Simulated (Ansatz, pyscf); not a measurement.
`[SiH4]` + `[CH]#[CH]` → `[SiH2]` [singlet] + `[CH2]=[CH2]`, a concerted two-bond exchange on the singlet surface: H–Si, H–Si broken, C–H, C–H formed. Single points on ωB97X-D3(BJ)/def2-SVP structures (PySCF, gas phase). Wave-function energies: Ansatz (a quantum-chemistry and plane-wave program), frozen core, RHF or UHF references. In kJ/mol, from the separated reactants.

```csv
level,barrier,reaction energy
M06-2X/def2-TZVP,245.65,+43.57
PBE0-D3(BJ)/def2-TZVP,208.09,+35.94
CCSD(T)/cc-pV(D+d)Z,254.71,+33.68
CCSDT(Q)/cc-pV(D+d)Z,252.84,+33.96
CCSD(T)/cc-pV(T+d)Z,252.00,+43.87
CCSD(T)/cc-pV(Q+d)Z,252.09,+49.75
```

In cc-pV(D+d)Z, going from CCSD(T) to CCSDT(Q) shifts the barrier by -1.86 and the reaction energy by +0.28 kJ/mol. With HF in the quadruple-zeta basis and the correlation energy extrapolated as X⁻³ from X = 3, 4, CCSD(T) gives 250.86 and +52.34; adding the double-zeta shift gives ΔE‡ = 249.00 and ΔE = +52.62 kJ/mol, without core correlation, relativity or geometry relaxation at these levels. The same reactants have a lower exit, to H₂C=CH–SiH₃ (barrier +211.11 kJ/mol at ωB97M-D3(BJ)/def2-TZVP, against +246.95 kJ/mol here). This is the saddle that the search found; another between the same sides may lie lower.
